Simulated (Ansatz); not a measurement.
The input, for Ansatz 0.2.0:

```yaml
crystal:
  periodic: [false, false, false]
  atoms:
    - {symbol: B, position_ang: [0.000000, -1.147784, 2.057616]}
    - {symbol: P, position_ang: [0.000000, 0.554167, 1.215154]}
    - {symbol: Ge, position_ang: [0.000000, -0.065473, -0.824378]}
basis:
  gaussian: {orbitals: "6-31G*"}
total_charge: 1
magnetization: {spin_polarized: false, initial_magnetization: 1}
correlation: {active_space: {ras: {orbitals: [5, 1, 43], electrons: 11, max_holes: 2, max_particles: 2}, fixed_orbitals: true}}
output: {forces: true}
```

```sh
$ ansatz run in.yaml --threads 1 --pin off --events-out ev --progress --plain --max-ram 2393MiB
```

Q: Roughly how long does this take on 1 thread of AMD EPYC, shared host, and how much host memory?

A: 33 s wall and 0.31 GiB.

```
617 factors; integrals over basis functions are off by at most 6.8e-4 eV
mean field evaluation 1: about -66395.6741 eV, gradient 2.2e1 eV
mean field evaluation 2: about -66395.7146 eV, gradient 2.2e1 eV
mean field evaluation 4: about -66398.3170 eV, gradient 3.4e0 eV
mean field evaluation 8: about -66398.5895 eV, gradient 7.9e-1 eV
mean field evaluation 16: about -66386.5631 eV, gradient 2.6e1 eV
mean field evaluation 32: about -66393.1023 eV, gradient 2.5e1 eV
mean field evaluation 64: about -66397.0921 eV, gradient 7.0e-1 eV
mean field evaluation 96: about -66397.0639 eV, gradient 1.8e-1 eV
mean field evaluation 128: about -66398.5963 eV, gradient 1.1e-1 eV
mean field -66398.59652120 eV, -2440.1034155688 hartree, gradient 5.4e-6 eV, S^2 0.750000; 6 other end points of the search recorded, 0 dependent functions left out
reference -66398.59652120 eV, -2440.1034155688 hartree; 26, 25 occupied and 43, 44 virtual orbitals, 617 factors
state -66404.61408594 eV, -2440.3245569941 hartree
the calculation of the forces begins
Total energy: -66404.61408594 eV, -2440.3245569941 hartree
Atom 0 at     0.000000    -1.147784     2.057616 Å, force     0.000000     2.308486    -1.553194 eV/Å
Atom 1 at     0.000000     0.554167     1.215154 Å, force    -0.000000    -1.471581     3.180342 eV/Å
Atom 2 at     0.000000    -0.065473    -0.824378 Å, force     0.000000    -0.836905    -1.627148 eV/Å
Dipole moment:    -0.000000    -0.398764     0.329190 e Å
```

Natural occupations: 1.9779 1.9571 1.9422 1.9384 1.9378 0.9939 0.0376 0.0359 0.0333 0.0319 0.0217 0.0199 0.0097 0.0096 0.0080 0.0064 0.0062 0.0045 0.0040 0.0033 0.0027 0.0021 0.0020 0.0018.

Forces (eV/Å):
```
B    0.000  2.308 -1.553
P    0.000 -1.472  3.180
Ge   0.000 -0.837 -1.627
```
